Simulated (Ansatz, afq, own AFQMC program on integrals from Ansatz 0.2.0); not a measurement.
**SiGe3H10, singlet: AFQMC among the cluster methods**

```yaml
atoms:
  - { symbol: Si, position_ang: [1.1093, 1.9774, -1.0753] }
  - { symbol: Ge, position_ang: [0.0579, -0.0856, -1.6481] }
  - { symbol: Ge, position_ang: [-1.3759, -0.8600, 0.1569] }
  - { symbol: Ge, position_ang: [-0.1100, -1.2564, 2.1894] }
  - { symbol: H, position_ang: [1.9892, 2.4560, -2.1852] }
  - { symbol: H, position_ang: [0.0686, 3.0152, -0.8008] }
  - { symbol: H, position_ang: [1.9400, 1.7950, 0.1547] }
  - { symbol: H, position_ang: [1.1329, -1.1558, -1.9305] }
  - { symbol: H, position_ang: [-0.7782, 0.0910, -2.9331] }
  - { symbol: H, position_ang: [-2.0945, -2.1589, -0.2647] }
  - { symbol: H, position_ang: [-2.4565, 0.2073, 0.4326] }
  - { symbol: H, position_ang: [0.9687, -2.3270, 1.9421] }
  - { symbol: H, position_ang: [0.5842, 0.0418, 2.6410] }
  - { symbol: H, position_ang: [-1.0357, -1.7400, 3.3211] }
```

Basis def2-TZVP. Noble-gas cores (and the filled d shells of Ga–Kr and In–Xe) are frozen. AFQMC by an in-house program on the Cholesky factors that Ansatz 0.2.0 writes for its CCSD(T) run. The CISD trial takes its coefficients from CCSD amplitudes. Released means that phaseless walkers are propagated on without the constraint, phases kept. Error bars are statistical, one sigma. No spin–orbit coupling.

Determinant: RHF, the one that the program's search chose, which needn't be the lowest solution. The geometry is a PBE0/def2-SVP stationary point of this or a neighbouring charge and spin state.

No full CI on the walks' own integrals is used here. The released AFQMC energy serves as the reference, which it does only where one determinant dominates, the energy is flat over the last release times and near the phaseless one (40 meV or 2 meV an electron, half that with transition metals). On small molecules, where full CI could be run and the noise was under 10 meV, such values lay within 10 meV of it in 19 cases of 20, a flattering rate, since the rule was set on those same cases; what remains of the bias isn't in the error bar.

Cautions: no relativity below Rb; no spin-orbit coupling; inner d shell frozen; the released value is read at 0.90 1/Eh (meV from the phaseless value at times in 1/Eh: -11 ± 12 at 0.21, -25 ± 11 at 0.42, -8 ± 8 at 0.63, -11 ± 10 at 0.90).

The T1 diagnostic is 0.0131. The weight of the determinant in the CISD state is 0.751. The size of the correlated space is 26 electrons in 194 orbitals.

Reference: AFQMC with the constraint released, correlation energy -15.716 ± 0.010 eV.

| level | E − E(reference) (kJ/mol) | share of correlation (%) |
| --- | --- | --- |
| HF | 1516.3 ± 0.9 | 0.00 |
| MP2 | 288.0 ± 0.9 | 81.01 |
| CCSD | 55.8 ± 0.9 | 96.32 |
| CCSD(T) | 6.9 ± 0.9 | 99.55 |
| ph-AFQMC/HF | -7.7 ± 4.0 | 100.51 |
| ph-AFQMC/CISD | 1.1 ± 1.5 | 99.93 |

Released energies are given only where the last usable release times agree within the noise; a slower fall can still hide under it.
